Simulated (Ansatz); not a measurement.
**What a trial cell of W₂Cl₃ relaxes into**

These are results of DFT PBE, scalar-relativistic, plane waves, PAW (Ansatz 0.2.0), not measurements. Cutoff 420 eV, Γ-centred k mesh, Gaussian smearing, no spin polarisation in the final step.

W₂Cl₃ was placed on the A-type sesquioxide structure type (P-3m1, No. 164), with W in place of La, Cl in place of O, at a guessed volume.

```
CELL_PARAMETERS angstrom
4.30212 0.00000 0.00000
-2.15106 3.72575 0.00000
0.00000 0.00000 6.69340
ATOMIC_POSITIONS crystal
W 0.33333 0.66667 0.24500
W 0.66667 0.33333 0.75500
Cl 0.00000 0.00000 0.00000
Cl 0.33333 0.66667 0.64500
Cl 0.66667 0.33333 0.35500
```

Cell and atoms relax at zero pressure; the relaxation can't lower the symmetry of the start. After a coarse first stage the cell is made exact in the group found at 0.06 Å.

The zero of energy is the elements' standard structures at the same level (Cl₂ as a molecule); no fitted shifts are applied.

Task: Describe the relaxed structure.

Result: It keeps P-3m1 (No. 164), but not the shape of the type it started on. Conventional cell: a = 3.839 Å, c = 8.760 Å. W has 3 Cl at 2.39 Å, 3 Cl at 2.76 Å and 3 W at 2.85 Å; Cl on Wyckoff site a (1 atom of the primitive cell) has 6 W at 2.39 Å; Cl on Wyckoff site d (2 atoms of the primitive cell) has 3 W at 2.76 Å.

```cif
data_structure
_symmetry_space_group_name_H-M 'P-3m1'
_symmetry_Int_Tables_number 164
_cell_length_a 3.8395
_cell_length_b 3.8395
_cell_length_c 8.7602
_cell_angle_alpha 90.000
_cell_angle_beta 90.000
_cell_angle_gamma 120.000
_cell_volume 111.84
loop_
_atom_site_label
_atom_site_type_symbol
_atom_site_symmetry_multiplicity
_atom_site_Wyckoff_symbol
_atom_site_fract_x
_atom_site_fract_y
_atom_site_fract_z
_atom_site_occupancy
W1 W 2 d 0.33333 0.66667 0.10220 1
Cl1 Cl 1 a 0.00000 0.00000 0.00000 1
Cl2 Cl 2 d 0.33333 0.66667 0.71027 1
```

Task: What are its volume, energy, density and gap?

Result: The volume per atom is 22.4 Å³ and the density is 7.0 g/cm³. The energy over the elements is 0.63 eV/atom and the gap on the 12×12×4 mesh is 0 eV (a metal).

The final run used a 12×12×4 mesh on its 5-atom cell and 0.10 eV smearing. The k mesh leaves about 4 meV/atom of noise in metals. No dispersion correction is applied, so the spacing between layers, chains or molecules is poorly fixed, and with it the volume and density. Spin–orbit coupling is left out. Symmetry constrained the relaxation, so the result can be a saddle point.

Cost: 3 runs of about 6.3 core-minutes in all, on Arm Neoverse V1 (shared hosts).